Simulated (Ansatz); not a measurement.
## hcp Mg

The numbers are results of r²SCAN in Ansatz (plane waves, PAW), not measurements.

Settings: plane-wave cutoff 500 eV, 12×10×1 k mesh (along the axes of the cell as run), Fermi–Dirac smearing 0.1 eV, scalar-relativistic PAW data made under PBE.

Cell: relaxed at this level.

```
Quantity                               Result
----------------------------------  ---------
surface energy of the (11-20) face  0.81 J/m²
work function of the (11-20) face     3.49 eV
```

The slab of 16 atoms is relaxed and unreconstructed.

Static lattice: no zero-point or thermal effects.

It cost about 27 core-minutes (a rough figure) of CPU time.

Ansatz is a quantum-chemistry and plane-wave program.
